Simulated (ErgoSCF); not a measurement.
# One shape, several levels: PH3F+ (SMILES F[PH3+])

Aim: a comparison of 5 runs (HF/STO-3G, HF/def2-SVP, CAM-B3LYP/def2-SVP, PBE0/def2-SVP, BLYP/cc-pVTZ) of PH3F+. 

The calculation is run with ErgoSCF 3.8.

## 1. Starting point

PH3F+: 5 atoms, total charge +1, spin state singlet. SMILES: `F[PH3+]`. Geometry: relaxed at GFN2-xTB.

Bond lengths: F1–P2 1.558 Å, P2–H3 1.382 Å, P2–H4 1.383 Å, P2–H5 1.383 Å. Angles: F1–P2–H3 102.8°, F1–P2–H4 102.8°, F1–P2–H5 102.8°, H3–P2–H4 115.3°, H3–P2–H5 115.3°, H4–P2–H5 115.3°.

## 2. A single-point energy at HF/STO-3G (run 1)

Input file molecule.xyz:

```xyz
5
FH3P
F     -1.365490     0.250400     0.341100
P      0.122590    -0.022380    -0.030680
H      0.038180    -0.428620    -1.349370
H      0.486130    -1.008290     0.868130
H      0.718590     1.208890     0.170830
```

Input file input.ego:

```
# FH3P
set_nthreads(1)
molecule "molecule.xyz"
spin_polarization = 0
charge = 1
basis = "STO-3G"
scf.max_number_of_iterations = 120
tmpdir = "."
scf.use_diagonalization = 1
scf.output_mulliken_pop = 1
run "HF"
```

The basis set STO-3G is read from a file made from the Basis Set Exchange's data (not shown).

Command:

```sh
$ ergo input.ego
```

The program printed:

```text
[...]
INSC SCF_general constructor, number of basis functions: 17
[...]
INSC Energy   1 =       -390.42851102407
[...]
INDE E_LUMO =          0.06471140723
[...]
INSC Energy   9 =       -436.44573252419  ( diff     -0.000000000017508 )
[...]
RESC CONVERGED after   9 iterations.
RESC FINAL ENERGY:       -436.44573252419
[...]
INSC SCF: dipole_moment_x [atomic units] =       0.69164890
INSC SCF: dipole_moment_y [atomic units] =      -0.12650415
INSC SCF: dipole_moment_z [atomic units] =      -0.17267204
[...]
```

Run time: 0.79 s. Hardware: 1 thread of Arm Neoverse V1, shared host; peak memory 0.26 GiB.

## 3. A single-point energy at HF/def2-SVP (run 2)

Input file input.ego:

```
set_nthreads("env")
molecule_inline
F   -2.58040213   0.47318742   0.64458558
P    0.23166153  -0.04229207  -0.05797680
H    0.07214974  -0.80997441  -2.54993974
H    0.91865256  -1.90539195   1.64052794
H    1.35793830   2.28447101   0.32282191
EOF
scf.max_number_of_iterations = 120
tmpdir = "."
basis = "def2-SVP"
scf.use_diagonalization = 1
scf.output_mulliken_pop = 1
charge = 1
run "HF"
```

The basis set def2-SVP is read from a file made from the Basis Set Exchange's data (not shown).

Command:

```sh
$ ergo input.ego
```

The program printed:

```text
[...]
INSC SCF_general constructor, number of basis functions: 47
[...]
INSC Energy   1 =       -196.41554653993
[...]
INDE E_LUMO =         -0.14630899368
[...]
INSC Energy  17 =       -441.45212177513  ( diff     -0.000000000000341 )
[...]
RESC CONVERGED after  17 iterations.
RESC FINAL ENERGY:       -441.45212177513
[...]
INSC SCF: dipole_moment_x [atomic units] =       1.03480811
INSC SCF: dipole_moment_y [atomic units] =      -0.18940478
INSC SCF: dipole_moment_z [atomic units] =      -0.25850658
[...]
```

It took 5.4 s on 1 thread of Arm Neoverse V1, shared host; peak memory 0.26 GiB.

Runs 3 to 4 aren't shown in full; the table further down has their settings and results.

## 4. A single-point energy at BLYP/cc-pVTZ (run 5)

Input file input.ego:

```
set_nthreads(1)
molecule_inline
F     -2.58040213     0.47318742     0.64458558
P      0.23166153    -0.04229207    -0.05797680
H      0.07214974    -0.80997441    -2.54993974
H      0.91865256    -1.90539195     1.64052794
H      1.35793830     2.28447101     0.32282191
EOF
XC.radint = 1e-11
scf.output_mulliken_pop = 1
tmpdir = "."
XC.sparse_mode = 0
scf.use_diagonalization = 1
scf.max_number_of_iterations = 120
basis = "cc-pVTZ"
charge = 1
XC.angint = 41
run "BLYP"
```

The basis set cc-pVTZ is read from a file made from the Basis Set Exchange's data (not shown).

Command:

```sh
$ ergo input.ego
```

The program printed:

```text
[...]
INDF Weighted mixed functional:
[...]
INSC Energy   1 =       -109.47416812777
[...]
INDE E_LUMO =         -0.33550570220
[...]
INSC Energy  13 =       -442.73645979090  ( diff     -0.000000000002615 )
[...]
RESC CONVERGED after  13 iterations.
RESC FINAL ENERGY:       -442.73645979090
[...]
INSC SCF: dipole_moment_x [atomic units] =       0.72624050
INSC SCF: dipole_moment_y [atomic units] =      -0.13288208
INSC SCF: dipole_moment_z [atomic units] =      -0.18143133
[...]
```

It took 62 s on 1 thread of Arm Neoverse V1, shared host; peak memory 0.29 GiB.

## 5. The series

```tsv
run	level	integration grid	radint	energy (Eh)	wall time
1	HF/STO-3G	–	–	-436.445733	0.79 s
2	HF/def2-SVP	–	–	-441.452122	5.4 s
3	CAM-B3LYP/def2-SVP	Turbo	1e-11	-442.478977	7.5 s
4	PBE0/def2-SVP	Turbo	1e-11	-442.270350	7.2 s
5	BLYP/cc-pVTZ	Turbo	1e-11	-442.736460	62 s
```

## 6. Results

```
           quantity          value
run 5: total energy  -442.73646 Eh
```

**Reading.** Totals of different functionals can't be ranked against each other. In run 1 the basis is minimal, so the values are rough. All runs together took 83 s, the longest 62 s.
